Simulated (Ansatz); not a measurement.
# CHSi (sextet): wave-function methods side by side, cc-pVTZ

An exercise on one series of results from a longer session: the logs are not shown, and one member is left open.

Program: Ansatz 0.2.0, Gaussian basis. Level of theory: cc-pVTZ, core rule «outside noble gas», up to 6 orbitals frozen. These are calculated values, not measurements.

To be run: UHF; CCSD(T) on ROHF; CCSD(T) on UHF; BCCD(T) on ROHF; CCSDT(Q) on ROHF; CCSDT(Q) on UHF; CASSCF and MRCISD+Q, 9 electrons in 9 orbitals; CASSCF and NEVPT2, 9 electrons in 9 orbitals.

5 further runs of the same task are left out: 5 set aside as unsound or not needed.

## The system

The geometry is a PBE0/def2-TZVP stationary point (not a proven minimum) of the parent state, kept for this charge and spin.

3 atoms, charge 0, spin multiplicity 6.

Atoms are counted from 1 here; the program's logs count them from 0.

Bond lengths: Si1–C2 1.893 Å, C2–H3 1.096 Å. Angles: Si1–C2–H3 133.1°.

Set-up of the first run:

Input file in.yaml:

```yaml
crystal:
  periodic: [false, false, false]
  atoms:
    - {symbol: Si, position_ang: [0.000000, 0.032553, 0.617233]}
    - {symbol: C, position_ang: [0.000000, -0.127023, -1.268554]}
    - {symbol: H, position_ang: [0.000000, 0.606549, -2.082531]}
basis:
  gaussian: {orbitals: cc-pVTZ}
magnetization: {spin_polarized: true, initial_magnetization: 5}
hamiltonian: {xc: hf}
output: {orbitals: {seedname: orbitals}}
```

The run is started by

```
$ ansatz run in.yaml --threads 1 --pin off --events-out ev --progress --plain --max-ram 2816MiB --backend cpu
```

Among the steps run: UHF; CCSD(T) on ROHF; CCSD(T) on UHF; BCCD(T) on ROHF; CCSDT(Q) on ROHF; CCSDT(Q) on UHF; CASSCF and MRCISD+Q, 9 electrons in 9 orbitals; CASSCF and NEVPT2, 9 electrons in 9 orbitals.

One table of the session follows, with a row left open; its other results are not shown here.

| method | from UCCSDT(Q) (kJ/mol) |
| --- | --- |
| ROHF | +498.9 |
| UHF | +481.3 |
| RMP2 | ? |
| UMP2 | +92.3 |
| RCCSD | +21.8 |
| UCCSD | +21.0 |
| RCCSD(T) | +4.0 |
| UCCSD(T) | +3.7 |
| BCCD(T) | +4.1 |
| RCCSDT | +1.1 |
| UCCSDT | +0.7 |
| RCCSDT(Q) | +0.4 |
| UCCSDT(Q) | 0 |
| CASSCF valence | +393.9 |
| NEVPT2 valence | +95.3 |
| MRCISD valence | +32.5 |
| MRCISD+Q valence | +8.3 |

Q: Estimate the row for RMP2 from the others.

The run gave: from UCCSDT(Q) (kJ/mol): +90.8. In the column «from UCCSDT(Q) (kJ/mol)» it lies between MRCISD valence (+32.5) and UMP2 (+92.3).

Limits of these values: Restricted and unrestricted rows rest on different reference determinants; where their highest levels disagree by more than a few hundredths of an eV, they describe different states and don't form one ladder.
